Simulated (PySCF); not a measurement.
# AlFCl: structure of the doublet

Aim: relax AlFCl as a doublet from a bent start, check by its vibrations whether the end is a minimum, and collect its spectrum and constants.

The runs use PySCF 2.14.0; PBE0, basis Al def2-TZVP, F def2-TZVP, Cl def2-TZVP, no relativity, density fitting.

## (1) The starting structure

3 atoms, charge 0, spin multiplicity 2.

Bond lengths: Al1–F2 1.900 Å, Al1–Cl3 2.250 Å. Angles: F2–Al1–Cl3 110.0°.

Coordinates in bohr (charge 0 multiplicity 2):
```
Al    0.0000    0.0000    0.0000
F    -2.9412    0.0000    2.0594
Cl    3.4830    0.0000    2.4387
```

## (2) Finding the electronic state

The steps below are one call of a driver around PySCF. For each, scf.py gives the equivalent set-up of the SCF; relaxations use the driver's own optimiser. After this first run the driver tries any further starts and a stability analysis.

scf.py

```python
from pyscf import gto, scf, dft
mol = gto.M(atom='''
Al     0.000000     0.000000     0.000000
F     -1.556400     0.000000     1.089800
Cl     1.843100     0.000000     1.290500''',
    basis={'Al': 'def2-TZVP', 'F': 'def2-TZVP', 'Cl': 'def2-TZVP'},
    charge=0, spin=1)
mf = dft.UKS(mol, xc='PBE0')
mf.grids.atom_grid = (50, 194)
aux = {'Al': 'def2-universal-JKFIT', 'F': 'def2-universal-JKFIT', 'Cl': 'def2-universal-JKFIT'}
mf = mf.density_fit(auxbasis=aux)
mf.conv_tol = 1e-08
mf.diis_space = 10
mf.max_cycle = 60
mf.init_guess = 'minao'
mf.verbose = 4
mf.kernel()
```

On the command line:

```bash
> OMP_NUM_THREADS=4 python axn.py task.json out
```

Further steps of the session: Bent start, doublet: relaxation; Frequencies.

Q: Predict the outcome of this session. Wanted: minimum; geometry; wavenumbers; dipole moment; highest occupied, lowest empty level; polar-tensor charge of Al1; zero-point energy; atomisation energy; ⟨S²⟩.

**Answer**, as computed:

| quantity | value |
| --- | --- |
| minimum | doublet, Cs |
| geometry | Al–Cl 2.101 Å, Al–F 1.648 Å; Cl–Al–F 119.0° |
| wavenumbers (cm⁻¹) | 186 (a'), 507 (a'), 839 (a') |
| dipole moment | 1.65 D |
| highest occupied, lowest empty level (either spin) | -6.86, -3.32 eV |
| polar-tensor charge of Al1 | +1.05 e |
| zero-point energy | 9.2 kJ/mol |
| entropy at 298.15 K | 283.5 J/(mol K) |
| atomisation energy (no zero-point energy) | 950 kJ/mol |
| ⟨S²⟩ | 0.751 |

**Reading.** The bent start keeps its Cs symmetry and ends in a minimum. In the infrared the band at 839 cm⁻¹ (a', stretch) leads. Most of the spin sits on Al1 (Mulliken spin 0.89, against 1 for the whole molecule). Other starts or spin states, not run here, may lie lower.
